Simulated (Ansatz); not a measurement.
One change: `C#COCC` becomes `C#COC=C`.

Ansatz, PBE0-D4/def2-TZVP geometries, multiplicity 1. Each molecule was computed in one conformer, which needn't be the lowest.

```json
{"property": "HOMO energy (PBE0/def2-TZVPP) / eV", "`C#COCC`": "-6.94"}
{"property": "size of the dipole moment (ωB97M-V/def2-TZVPP) / D", "`C#COCC`": "2.18"}
{"property": "LUMO energy (B3LYP/def2-TZVPP) / eV", "`C#COCC`": "0.80"}
{"property": "HOMO energy (B3LYP/def2-TZVPP) / eV", "`C#COCC`": "-6.71"}
{"property": "HOMO–LUMO gap (ωB97M-V/def2-TZVPP) / eV", "`C#COCC`": "11.82"}
{"property": "HOMO–LUMO gap (PBE/def2-TZVPP) / eV", "`C#COCC`": "5.94"}
```

(1) Give the same properties after the change, and the shifts. (Estimate.)

## Answers

(1) The calculation gave: 
| property | `C#COC=C` | shift |
| --- | --- | --- |
| HOMO energy (PBE0/def2-TZVPP) / eV | -7.09 | -0.15 |
| size of the dipole moment (ωB97M-V/def2-TZVPP) / D | 1.24 | -0.94 |
| LUMO energy (B3LYP/def2-TZVPP) / eV | -0.26 | -1.06 |
| HOMO energy (B3LYP/def2-TZVPP) / eV | -6.87 | -0.16 |
| HOMO–LUMO gap (ωB97M-V/def2-TZVPP) / eV | 11.41 | -0.41 |
| HOMO–LUMO gap (PBE/def2-TZVPP) / eV | 4.87 | -1.07 |

With PBE0 the HOMO falls by 0.15 eV and the LUMO falls by 1.15 eV, so the gap narrows by about 1.00 eV. PBE moves the HOMO by -0.25 eV and ωB97M-V by -0.09 eV. Dipoles are sizes alone; their direction can turn.

B3LYP here is the variant with VWN-RPA as its local correlation; programs differ in this.
